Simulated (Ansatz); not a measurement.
**CH₇Si (doublet): the correlation ladder at distance Si1–H5 along a hydrogen transfer = 1.637 Å, cc-pVDZ**

Aim: climb from Hartree-Fock through coupled cluster and multireference methods for CH₇Si (doublet) at one geometry and basis, and see what each rung misses.

Method: cc-pVDZ, core rule «outside noble gas», up to 6 orbitals frozen; program: Ansatz 0.2.0, Gaussian basis.

To be run: UHF; CCSD(T) on ROHF; CCSD(T) on UHF; BCCD(T) on ROHF; CISD; CCSDT(Q) on ROHF; CCSDT(Q) on UHF; CASSCF and MRCISD+Q, 3 electrons in 3 orbitals; CASSCF and NEVPT2, 3 electrons in 3 orbitals; CASSCF and MRCISD+Q, 9 electrons in 9 orbitals; CASSCF and NEVPT2, 9 electrons in 9 orbitals.

## 1. The geometry

The geometry derives from fragments relaxed apart (PBE0/def2-TZVP) and kept rigid, so it is no stationary point. A hydrogen atom is moved between rigid fragments.

9 atoms, charge 0, spin multiplicity 2.

Atoms are counted from 1 here; the program's logs count them from 0.

Bond lengths: Si1–H2 1.485 Å, Si1–H3 1.485 Å, Si1–H4 1.485 Å, Si1–H5 1.637 Å, H5–C6 1.294 Å, C6–H7 1.080 Å, C6–H8 1.080 Å, C6–H9 1.080 Å. Angles: H2–Si1–H3 109.5°, H2–Si1–H4 109.5°, H2–Si1–H5 109.5°, H3–Si1–H4 109.5°, H3–Si1–H5 109.5°, H4–Si1–H5 109.5°, Si1–H5–C6 180.0°, H5–C6–H7 90.0°, H5–C6–H8 90.0°, H5–C6–H9 90.0°, H7–C6–H8 120.0°, H7–C6–H9 120.0°, H8–C6–H9 120.0°.

## 2. UHF

in.yaml

```yaml
crystal:
  periodic: [false, false, false]
  atoms:
    - {symbol: Si, position_ang: [-0.937818, 0.000000, 0.000000]}
    - {symbol: H, position_ang: [-1.432690, 1.399708, 0.000000]}
    - {symbol: H, position_ang: [-1.432689, -0.699854, 1.212183]}
    - {symbol: H, position_ang: [-1.432690, -0.699854, -1.212183]}
    - {symbol: H, position_ang: [0.699182, 0.000000, 0.000000]}
    - {symbol: C, position_ang: [1.993182, 0.000000, 0.000000]}
    - {symbol: H, position_ang: [1.993182, -1.080022, 0.000000]}
    - {symbol: H, position_ang: [1.993182, 0.540011, 0.935327]}
    - {symbol: H, position_ang: [1.993182, 0.540012, -0.935327]}
basis:
  gaussian: {orbitals: cc-pVDZ}
magnetization: {spin_polarized: true, initial_magnetization: 1}
hamiltonian: {xc: hf}
output: {orbitals: {seedname: orbitals}}
```

On the command line:

```
ansatz run in.yaml --threads 1 --pin off --events-out ev --progress --plain --max-ram 2816MiB --backend cpu
```

Further steps of the session: CCSD(T) on ROHF; CCSD(T) on UHF; BCCD(T) on ROHF; CISD; CCSDT(Q) on ROHF; CCSDT(Q) on UHF; CASSCF and MRCISD+Q, 3 electrons in 3 orbitals; CASSCF and NEVPT2, 3 electrons in 3 orbitals; CASSCF and MRCISD+Q, 9 electrons in 9 orbitals; CASSCF and NEVPT2, 9 electrons in 9 orbitals.

Before running them: what should the planned runs give, taken together? Wanted: UCCSDT(Q) below the RHF energy; RMP2 from UCCSDT(Q); UMP2 from UCCSDT(Q); RCCSD from UCCSDT(Q); RCCSD(T) from UCCSDT(Q); UCCSD(T) from UCCSDT(Q); RCCSDT(Q) from UCCSDT(Q); MRCISD+Q pair from UCCSDT(Q); MRCISD+Q frontier from UCCSDT(Q).

The runs gave:

| quantity | value |
| --- | --- |
| UCCSDT(Q) below the RHF energy | -9.1738 eV |
| RMP2 from UCCSDT(Q) | +36.08 kcal/mol |
| UMP2 from UCCSDT(Q) | +37.96 kcal/mol |
| RCCSD from UCCSDT(Q) | +5.96 kcal/mol |
| RCCSD(T) from UCCSDT(Q) | +0.93 kcal/mol |
| UCCSD(T) from UCCSDT(Q) | +0.98 kcal/mol |
| RCCSDT(Q) from UCCSDT(Q) | +0.01 kcal/mol |
| MRCISD+Q pair from UCCSDT(Q) | +3.10 kcal/mol |
| MRCISD+Q frontier from UCCSDT(Q) | +1.36 kcal/mol |
| levels within 1 kcal/mol (43 meV) | RCCSD(T), UCCSD(T), BCCD(T), RCCSDT, UCCSDT, RCCSDT(Q) |
| T1 diagnostic | 0.018 |

**Reading.** RCCSD(T) misses by +0.93 kcal/mol, 0.4 % of the correlation energy. Of the multireference levels listed MRCISD+Q frontier comes nearest in total energy (+1.36 kcal/mol), which doesn't show that its space is the better one. These misses are within one basis, not against nature; the frozen cores of restricted and unrestricted runs differ, which can shift their rows.
